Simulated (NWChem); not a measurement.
System: CH3O, doublet; SMILES C[O]

NWChem input:

```
start job
memory heap 200 mb stack 900 mb global 1100 mb
geometry units angstroms noautosym
  C     -0.021974    -0.540870    -0.092202
  O      0.009224     0.802452     0.035656
  H      0.653822    -1.244677    -0.746254
  H      0.504674    -0.644677     0.988502
  H     -1.032165    -1.030622     0.289715
end
basis spherical
  * library def2-svp
end
dft
  odft
  mult 2
  xc xpbe96 cpbe96
  disp vdw 4
  grid fine
  iterations 150
end
driver
  maxiter 120
  tight
end
task dft optimize
task dft freq
```

The radical's symmetric form is orbitally degenerate, so geometry and low modes hang on which distorted state is reached.

The level has its own optimisation; frequencies are unscaled.

### Question
Predict the main results of this run. (PBE-D3(BJ)/def2-SVP, spin-unrestricted.) Quantities: r C–O (Å); highest harmonic frequency (cm⁻¹); lowest (cm⁻¹); zero-point energy (kcal/mol); dipole (D).

### Answer
```yaml
r C–O (Å): 1.344
highest harmonic frequency (cm⁻¹): 2878
lowest (cm⁻¹): 597
zero-point energy (kcal/mol): 21.6
dipole (D): 2.00
```
